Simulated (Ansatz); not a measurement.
Input file:

```yaml
crystal:
  periodic: [false, false, false]
  atoms:
    - {symbol: B, position_ang: [0.000000, -0.115894, -0.009227]}
    - {symbol: H, position_ang: [0.000000, 0.573969, -0.860876]}
    - {symbol: H, position_ang: [0.000000, 0.669088, 0.959849]}
basis:
  gaussian: {orbitals: aug-cc-pVDZ}
total_charge: -1
magnetization: {spin_polarized: false}
correlation: {method: bccd_t, electrons: outside_noble_gas}
```

```sh
$ ansatz run in.yaml --threads 1 --pin off --events-out ev --progress --plain --max-ram 4096MiB --backend cpu
```

Problem. Roughly how long does this take on 1 thread of AMD EPYC 7R13, shared host, and how much host memory?

Solution. 0.51 s wall and 0.12 GiB.

```
396 factors; integrals over basis functions are off by at most 1.0e-3 eV
mean field evaluation 1: about -698.4365 eV, gradient 1.2e1 eV
mean field evaluation 2: about -698.4362 eV, gradient 1.2e1 eV
mean field evaluation 4: about -699.4085 eV, gradient 1.4e0 eV
mean field evaluation 8: about -699.4477 eV, gradient 8.5e-3 eV
mean field evaluation 16: about -699.4469 eV, gradient 1.9e-1 eV
mean field evaluation 32: about -695.7781 eV, gradient 6.1e0 eV
mean field evaluation 64: about -698.6136 eV, gradient 9.5e0 eV
mean field -699.44773417 eV, -25.7042301279 hartree, gradient 3.6e-6 eV, S^2 0.000000; 4 other end points of the search recorded, 0 dependent functions left out; unrestricted orbitals would lower it
determinant -699.44773417 eV, -25.7042301279 hartree, with singles and doubles -703.00526754 eV, -25.8349670678 hartree
determinant -696.41136103 eV, -25.5926454732 hartree, with singles and doubles -700.00727034 eV, -25.7247927030 hartree
1 core orbitals not correlated: weight in the atoms' cores, before any rotation towards them, 1.000 or more for the frozen orbitals, at most 0.000 for the correlated occupied ones
reference -699.44773417 eV, -25.7042301279 hartree; 3, 3 occupied and 37, 37 virtual orbitals, 396 factors
second order -2.83243618 eV of doubles, -0.00000000 eV of singles
cycle   1  -3.52059663 eV  change   -8.8e-2 eV  update   2.1e-2
cycle   2  -3.52312810 eV  change   -2.5e-3 eV  update   6.1e-3
cycle   3  -3.52411008 eV  change   -9.8e-4 eV  update   2.8e-3
cycle   4  -3.52477055 eV  change   -6.6e-4 eV  update   1.1e-3
cycle   5  -3.52516790 eV  change   -4.0e-4 eV  update   4.8e-4
cycle   6  -3.52522953 eV  change   -6.2e-5 eV  update   2.2e-4
cycle   7  -3.52525583 eV  change   -2.6e-5 eV  update   9.6e-5
cycle   8  -3.52527169 eV  change   -1.6e-5 eV  update   4.5e-5
cycle   9  -3.52527139 eV  change    3.0e-7 eV  update   1.9e-5
cycle  10  -3.52527235 eV  change   -9.6e-7 eV  update   6.8e-6
perturbative correction -0.10711532 eV, -0.0039364154 hartree
Total energy: -703.08012183 eV, -25.8377179126 hartree
```

For the same geometry and basis full CI lies 29.7 meV lower.
